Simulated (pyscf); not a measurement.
H₂N–SiH(OH)–F (SMILES N[SiH](O)F) + H₂ (SMILES [H][H]) → HO–SiH₂–F (SMILES O[SiH2]F) + NH₃ (SMILES N), a four-centre exchange (singlet surface; N–Si, H–H broken, H–Si, H–N formed). PySCF, gas phase, ωB97X-D3(BJ)/def2-SVP geometries. Energies in eV from the separated reactants.

Small-basis levels: PySCF, no dispersion term, spherical d functions. GFN2-xTB: tblite. Cost: rough CPU time at the saddle relative to B3LYP/6-31G*, from one job on a shared machine.

```json
[
 {"level": "HF/STO-3G", "barrier": "3.53", "reaction energy": "+0.31", "cost": "0.05"},
 {"level": "BP86/6-31G*", "barrier": "1.96", "reaction energy": "+0.57", "cost": "1"},
 {"level": "PBE/6-31G*", "barrier": "1.88", "reaction energy": "+0.58", "cost": "2"},
 {"level": "B3LYP/STO-3G", "barrier": "2.22", "reaction energy": "+0.52", "cost": "0.5"},
 {"level": "B3LYP/6-31G*", "barrier": "(withheld)", "reaction energy": "+0.56", "cost": "1"},
 {"level": "M06-2X/6-31G*", "barrier": "2.24", "reaction energy": "+0.69", "cost": "2"},
 {"level": "B3LYP/6-311+G**", "barrier": "(withheld)", "reaction energy": "+0.43", "cost": "2"},
 {"level": "PBE/def2-SVP", "barrier": "1.67", "reaction energy": "+0.51", "cost": "2"},
 {"level": "GFN2-xTB", "barrier": "1.98", "reaction energy": "+0.07", "cost": "under 0.02"},
 {"level": "ωB97M-D3(BJ)/def2-TZVP", "barrier": "(withheld)", "reaction energy": "+0.59", "cost": "–"}
]
```

### Question
Complete the blanks.

### Answer

- B3LYP/6-31G*, barrier: 2.25
- B3LYP/6-311+G**, barrier: 2.23
- ωB97M-D3(BJ)/def2-TZVP, barrier: 2.13

Against the last row the barrier runs from -0.45 (PBE/def2-SVP) to +1.40 eV (HF/STO-3G). ωB97M-D3(BJ)/def2-TZVP has limits of its own. On the product side the descent ends in a complex, 0.21 eV under the separated species and 1.76 eV under the saddle at ωB97X-D3(BJ)/def2-TZVP. At the saddle there is also a short H–Si contact that neither side keeps. One saddle was located; it need not be the lowest between these sides.
